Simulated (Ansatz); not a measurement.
Ansatz (a quantum-chemistry and plane-wave program) input (CCSD(T)/aug-cc-pVDZ):

Ansatz 0.2 input:
```yaml
crystal:
  periodic: [false, false, false]
  atoms:
    - {symbol: N, position_ang: [-0.05626858, 0.65864215, -0.00484970]}
    - {symbol: N, position_ang: [0.02549416, -0.78015421, -0.08501714]}
    - {symbol: H, position_ang: [0.30108197, 1.08680797, 0.86074606]}
    - {symbol: H, position_ang: [-1.03733086, 0.93250674, -0.12356116]}
    - {symbol: H, position_ang: [-0.50516407, -1.17372953, 0.68773675]}
    - {symbol: H, position_ang: [1.00160868, -1.05003496, 0.00449883]}
    - {symbol: H, position_ang: [0.45522520, 1.05503422, -0.80035260]}
basis:
  gaussian:
    orbitals: aug-cc-pVDZ
total_charge: 1
magnetization: {spin_polarized: false}
correlation: {method: ccsd_t, electrons: outside_noble_gas}
output: {forces: true}
```

End of the output:

```
mean field evaluation 2: about -3030.6545 eV, gradient 4.8e1 eV
mean field evaluation 4: about -3035.3640 eV, gradient 2.4e0 eV
mean field evaluation 8: about -3035.3876 eV, gradient 9.9e-5 eV
mean field evaluation 16: about -3035.3894 eV, gradient 1.8e-1 eV
mean field -3035.38764094 eV, -111.5484383451 hartree, gradient 2.9e-6 eV, S^2 0.000000; 0 other end points of the search recorded, 0 dependent functions left out
2 core orbitals not correlated
reference -3035.38764094 eV, -111.5484383451 hartree; 7, 7 occupied and 82, 82 virtual orbitals, 875 factors
densities: 0.45 GiB planned
second order -9.89656134 eV of doubles, -0.00000000 eV of singles
coupled cluster: 0.31 GiB planned
cycle   1  -10.33547945 eV  change   -4.4e-1 eV  update   5.6e-2
cycle   2  -10.58495013 eV  change   -2.5e-1 eV  update   1.7e-2
cycle   3  -10.62114601 eV  change   -3.6e-2 eV  update   6.0e-3
cycle   4  -10.62097580 eV  change    1.7e-4 eV  update   1.5e-3
cycle   5  -10.62145768 eV  change   -4.8e-4 eV  update   5.2e-4
cycle   6  -10.62157284 eV  change   -1.2e-4 eV  update   1.7e-4
cycle   7  -10.62150766 eV  change    6.5e-5 eV  update   6.5e-5
cycle   8  -10.62149759 eV  change    1.0e-5 eV  update   2.9e-5
cycle   9  -10.62149693 eV  change    6.6e-7 eV  update   8.7e-6
perturbative correction -0.28825541 eV, -0.0105931908 hartree
the calculation of the forces begins
Total energy: -3046.29739328 eV, -111.9493643486 hartree
Atom 0 at    -0.056269     0.658642    -0.004850 Å, force     0.054441     0.136784     0.144825 eV/Å
Atom 1 at     0.025494    -0.780154    -0.085017 Å, force    -0.231848    -0.164465    -0.541078 eV/Å
Atom 2 at     0.301082     1.086808     0.860746 Å, force     0.069079     0.051202     0.161613 eV/Å
Atom 3 at    -1.037331     0.932507    -0.123561 Å, force    -0.227322     0.041647    -0.034443 eV/Å
Atom 4 at    -0.505164    -1.173730     0.687737 Å, force    -0.121824    -0.086517     0.334641 eV/Å
Atom 5 at     1.001609    -1.050035     0.004499 Å, force     0.341190    -0.048507     0.124690 eV/Å
Atom 6 at     0.455225     1.055034    -0.800353 Å, force     0.116283     0.069855    -0.190249 eV/Å
Dipole moment:     0.072544     0.536956     0.257196 e Å
```

It need not be the lowest isomer of its formula.
